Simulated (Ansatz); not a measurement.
Input for Ansatz (development build ahead of 0.2.0):

```yaml
crystal:
  periodic: [false, false, false]
  atoms:
    - { symbol: C, position_ang: [-0.3425, -1.1981, -0.6262] }
    - { symbol: C, position_ang: [0.5828, -1.1963, 0.4172] }
    - { symbol: C, position_ang: [0.9253, 0.0018, 1.0434] }
    - { symbol: C, position_ang: [0.3425, 1.1981, 0.6262] }
    - { symbol: C, position_ang: [-0.5828, 1.1963, -0.4172] }
    - { symbol: C, position_ang: [-0.9253, -0.0018, -1.0434] }
    - { symbol: H, position_ang: [-0.6088, -2.1299, -1.1131] }
    - { symbol: H, position_ang: [1.0361, -2.1266, 0.7417] }
    - { symbol: H, position_ang: [1.6448, 0.0033, 1.8549] }
    - { symbol: H, position_ang: [0.6088, 2.1299, 1.1131] }
    - { symbol: H, position_ang: [-1.0361, 2.1266, -0.7417] }
    - { symbol: H, position_ang: [-1.6448, -0.0033, -1.8549] }
basis:
  gaussian: { orbitals: def2-SVP }
hamiltonian:
  xc: hf
correlation:
  method: mp2
  frozen_orbitals: { C: 1, H: 0 }
```

The input is written out in the form of the current development build from the run's settings.

The run gave:

```
Converged                       : yes
Reference energy                : -230.53582 hartree
Correlation energy              : -0.78027 hartree
Total energy                    : -231.31609 hartree
Spin squared of the determinant : 0.000
```
